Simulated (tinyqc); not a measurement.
Inside a calculation (part 2 of 2). Method: RHF in the sto-6g basis, for H2O, spin multiplicity 1. Computed by tinyqc, a small Python program that keeps every step (integrals from PySCF). Command: `OMP_NUM_THREADS=1 python tinyqc.py 24043 24044 out.jsonl` (the two numbers bound the seeds that draw the settings). One thread of a shared host (Intel(R) Xeon(R) Processor @ 2.60GHz), about 0.1 s of CPU time with the checks.

Geometry (angstrom):
```
atom         x          y         z
O     0.000000   0.000000  0.000000
H     0.000000   0.675000  0.582000
H     0.000000  -0.675000  0.582000
```

## Iteration 8 (converged): orbitals

converged F (hartree), lower triangle:
```
             1O 1s      1O 2s     1O 2px     1O 2py     1O 2pz      2H 1s      3H 1s
1O 1s   -20.502675
1O 2s    -4.966543  -2.373726
1O 2px    0.000000   0.000000  -0.408122
1O 2py    0.000000   0.000000   0.000000  -0.371971
1O 2pz   -0.031905  -0.168134   0.000000   0.000000  -0.412536
2H 1s    -1.393348  -1.134306   0.000000  -0.395765  -0.416651  -0.684006
3H 1s    -1.393348  -1.134306   0.000000   0.395765  -0.416651  -0.513281  -0.684006
```

X:
```
                1          2          3         4          5          6         7
1O 1s   -0.273319   0.000000   0.771025  0.000000  -0.616805   0.000000  0.134390
1O 2s    1.274825   0.000000  -0.311801  0.000000  -0.306730   0.000000  0.399835
1O 2px   0.000000   0.000000   0.000000  1.000000   0.000000   0.000000  0.000000
1O 2py   0.000000  -0.947017   0.000000  0.000000   0.000000   0.713377  0.000000
1O 2pz   0.615690   0.000000   0.634593  0.000000   0.645846   0.000000  0.192302
2H 1s   -0.798075   0.950169  -0.136275  0.000000   0.109763   0.355505  0.370508
3H 1s   -0.798075  -0.950169  -0.136275  0.000000   0.109763  -0.355505  0.370508
```

Diagonalise F' = X^T F X, C = X C', fill 5 alpha and 5 beta electrons from the bottom; D = 2 C_occ C_occ^T. Each column has its largest component positive (the first on a tie).

F' = X^T F X (hartree), lower triangle:
```
           1          2          3          4          5          6          7
1   0.356328
2   0.000000   0.782613
3   1.356738   0.000000  -9.669572
4   0.000000   0.000000   0.000000  -0.408122
5  -0.870292   0.000000   9.200843   0.000000  -9.599737
6   0.000000  -0.134081   0.000000   0.000000   0.000000  -0.633931
7  -0.018081   0.000000  -3.654418   0.000000   3.776112   0.000000  -2.723409
```

orbital energies (hartree): MO1 -20.506055, MO2 -1.322305, MO3 -0.646510, MO4 -0.482738, MO5 -0.408122, MO6 0.674708, MO7 0.795192

coefficients C:
```
              MO1        MO2        MO3        MO4       MO5        MO6        MO7
1O 1s    0.996532  -0.219045   0.000000   0.102613  0.000000  -0.126905   0.000000
1O 2s    0.017035   0.812589   0.000000  -0.572788  0.000000   0.993818   0.000000
1O 2px   0.000000   0.000000   0.000000   0.000000  1.000000   0.000000   0.000000
1O 2py   0.000000   0.000000   0.621797   0.000000  0.000000   0.000000   1.009513
1O 2pz   0.003928   0.162662   0.000000   0.773675  0.000000   0.781557   0.000000
2H 1s   -0.004312   0.156248   0.442706   0.257614  0.000000  -0.844998  -0.912807
3H 1s   -0.004312   0.156248  -0.442706   0.257614  0.000000  -0.844998   0.912807
```

D after iteration 8, lower triangle:
```
            1O 1s      1O 2s    1O 2px     1O 2py    1O 2pz      2H 1s     3H 1s
1O 1s    2.103174
1O 2s   -0.439587   1.977353
1O 2px   0.000000   0.000000  2.000000
1O 2py   0.000000   0.000000  0.000000   0.773262
1O 2pz   0.095348  -0.621814  0.000000   0.000000  1.250094
2H 1s   -0.024175  -0.041333  0.000000   0.550546  0.449417   0.573571
3H 1s   -0.024175  -0.041333  0.000000  -0.550546  0.449417  -0.210383  0.573571
```

## Convergence

Stop when the energy changes by less than 1e-10 hartree and every element of the error matrix X^T (F D S - S D F) X is below 3e-06.

Course of the cycle:
```
iteration   E (hartree)     change  largest element of the error matrix
1          -73.88924524          -                             1.09e+00
2          -75.63355783  -1.74e+00                             2.04e-01
3          -75.65645571  -2.29e-02                             2.03e-02
4          -75.65667725  -2.22e-04                             3.01e-03
5          -75.65668071  -3.45e-06                             5.39e-04
6          -75.65668084  -1.27e-07                             7.77e-05
7          -75.65668084  -3.88e-09                             9.63e-06
8          -75.65668084  -7.83e-11                             1.11e-06
```

PySCF RHF in the same basis = -75.65668084 hartree

Converged in 8 iterations.

## Populations, bond orders and dipole

overlap S, lower triangle:
```
           1O 1s     1O 2s    1O 2px     1O 2py    1O 2pz     2H 1s     3H 1s
1O 1s   1.000000
1O 2s   0.231145  1.000000
1O 2px  0.000000  0.000000  1.000000
1O 2py  0.000000  0.000000  0.000000   1.000000
1O 2pz  0.000000  0.000000  0.000000   0.000000  1.000000
2H 1s   0.064449  0.520892  0.000000   0.313940  0.270686  1.000000
3H 1s   0.064449  0.520892  0.000000  -0.313940  0.270686  0.317072  1.000000
```

Mulliken: Z minus the diagonal of D S on the atom; Loewdin: the same with S^(1/2) D S^(1/2); Mayer order: 2 sum_s sum (D(s) S)_ij (D(s) S)_ji over the two atoms.

Charges (e):
```
atom   Mulliken    Loewdin
1O    -0.443469  -0.299864
2H     0.221734   0.149932
3H     0.221734   0.149932
```

Mayer bond orders:
```
pair     order
2-1   0.940267
3-1   0.940267
3-2   0.010567
```

dipole moment about the origin, x y z (debye): 0.000000  0.000000  1.887261
